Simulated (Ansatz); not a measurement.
A run of Ansatz (development build ahead of 0.2.0) on singlet C₂H₄O₂ at this shape:

```xyz
8

C    -0.0098   -0.9276   -0.0668
O    -0.0064   -0.9186    1.1246
O     0.0060    0.1440   -0.8417
C     0.0074    1.4046   -0.1882
H    -0.0080   -1.8392   -0.7020
H    -0.0038    2.1631   -0.9588
H    -0.8835    1.5002    0.4519
H     0.8846    1.4989    0.4523
```

Its results:

```json
{
  "Converged": "yes",
  "Reference energy": "-224.79255 hartree",
  "Correlation energy": "-0.20326 hartree",
  "Total energy": "-224.99582 hartree",
  "Spin squared of the determinant": "0.000"
}
```

(1) Which input gives this output? Name the method, the orbitals and the basis set, and write the input.

Answers

(1) RHF-MP2 in STO-3G. An unrestricted run that stays on the closed shell gives the same numbers.

```yaml
crystal:
  periodic: [false, false, false]
  atoms:
    - { symbol: C, position_ang: [-0.00985, -0.92763, -0.06684] }
    - { symbol: O, position_ang: [-0.00643, -0.91863, 1.12459] }
    - { symbol: O, position_ang: [0.00595, 0.14404, -0.84166] }
    - { symbol: C, position_ang: [0.00738, 1.40462, -0.18815] }
    - { symbol: H, position_ang: [-0.008, -1.8392, -0.70203] }
    - { symbol: H, position_ang: [-0.00381, 2.16313, -0.95877] }
    - { symbol: H, position_ang: [-0.88352, 1.50023, 0.45187] }
    - { symbol: H, position_ang: [0.88457, 1.49888, 0.45235] }
basis:
  gaussian: { orbitals: STO-3G }
hamiltonian:
  xc: hf
correlation:
  method: mp2
  frozen_orbitals: { C: 1, H: 0, O: 1 }
```
